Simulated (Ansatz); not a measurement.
The cluster MgSi2⁺. Total charge 1; doublet. Geometry r2SCAN-D4/def2-TZVP, that of the neutral singlet; atoms count from 1.

```xyz
3

Mg   -0.4369    0.2012   -1.4212
Si   -0.7989    0.1109    1.0538
Si    1.2358   -0.3121    0.3675
```

The structure comes from a short search, and lower isomers may exist.

Q: Estimate the Mulliken populations from the PBE0/def2-TZVP orbitals of Ansatz.

A: 
| atom | charge (e) | spin (α − β) |
| --- | --- | --- |
| Mg1 | 0.74 | -0.04 |
| Si2 | 0.13 | 0.52 |
| Si3 | 0.13 | 0.52 |
Mulliken values depend strongly on the basis.

Q: Where does the spin sit?

A: Summed by element: Mg -0.04, Si 1.04, of 1 unpaired in all. Largest on single atoms: Si2 0.52, Si3 0.52, Mg1 -0.04.

Q: And the Mayer bond orders between heavy atoms (over 0.3)?

A: Mg1–Si2 0.79 (2.50 Å); Mg1–Si3 0.79 (2.50 Å); Si2–Si3 1.91 (2.19 Å).
